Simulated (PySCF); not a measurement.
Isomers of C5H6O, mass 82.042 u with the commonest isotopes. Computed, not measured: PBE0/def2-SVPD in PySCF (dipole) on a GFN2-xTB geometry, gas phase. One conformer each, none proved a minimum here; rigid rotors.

Question: Order these by rotational constant B, largest first.
A. `CC1=CC(=O)C1`
B. `CCC#CC=O`
C. `[CH:1]#[C:2][C:3](=[CH2:4])[CH2:5][OH:6]` with C2–C3–C5–O6 171°, C3–C5–O6–H -58°

Answer: A (2453 MHz), C (2283 MHz), B (1436 MHz).

Question: Order these by radius of gyration √(Σ m r²/M), smallest first.
A. `CC1=CC(=O)C1`
B. `CCC#CC=O`
C. `[CH:1]#[C:2][C:3](=[CH2:4])[CH2:5][OH:6]` with C2–C3–C5–O6 171°, C3–C5–O6–H -58°

Answer: A (1.728 Å), C (1.850 Å), B (2.172 Å).

Question: Order these by rotational constant C, largest first.
A. `CC1=CC(=O)C1`
B. `[CH:1]#[C:2][C:3](=[CH2:4])[CH2:5][OH:6]` with C2–C3–C5–O6 171°, C3–C5–O6–H -58°
C. `CCC#CC=O`

Answer: A (2089 MHz), B (1816 MHz), C (1317 MHz).

```
      SMILES  point group  Ia (u·Å²)  Ib (u·Å²)  Ic (u·Å²)      κ  μa (D)  μb (D)  μc (D)
  C#CC(=C)CO            –      62.12     221.38     278.24  -0.85    0.80    0.31    0.98
CC1=CC(=O)C1      near Cs      42.16     206.03     241.90  -0.93    4.54    0.14    0.01
    CCC#CC=O           Cs      38.23     351.93     383.87  -0.98    3.61    1.99    0.00
```
